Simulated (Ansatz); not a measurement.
Anatase TiO2 (metastable phase) was calculated with r²SCAN (PAW; Ansatz, a quantum-chemistry and plane-wave program).

Numerical settings: plane-wave cutoff 560 eV, 12×12×12 k mesh, Fermi–Dirac smearing 0.01 eV, no spin polarisation, scalar-relativistic PAW data made under PBE.

Shape and atoms are relaxed at each volume.

Pressure at four volumes; x = ln(V/11.398 Å³). One pressure is withheld.

| V (Å³/atom) | x | P (GPa) |
|---|---|---|
| 10.942 | -0.0408 | 8.13 |
| 11.398 | 0.0000 | 0.01 |
| 11.625 | 0.0197 | -3.66 |
| 11.853 | 0.0391 | ? |

Problem. Pass a parabola P(x) through the three rows shown, estimate the bulk modulus and its pressure derivative near zero pressure, and predict the withheld pressure.

Solution. Slopes between the rows: (0.01 − (8.13))/(0.0000 − (-0.0408)) = -199.02 and (-3.66 − (0.01))/(0.0197 − (0.0000)) = -186.29 GPa. Their difference over the span 0.0605 is c = 12.73/0.0605 = 210.4 GPa, so P(x) = 8.13 + (-199.02)(x − (-0.0408)) + 210.4 (x − (-0.0408))(x − (0.0000)). At the middle row B = −dP/dx = −[-199.02 + 210.4 × 0.0408] = 190.4 GPa, and B′ = dB/dP = 2c/B = 2.2. At x = 0.0391 the parabola gives -7.11 GPa; the run gives -7.05 GPa. The Birch–Murnaghan fit to the energies at all volumes has B0 = 190 GPa and B′ = 2.5.
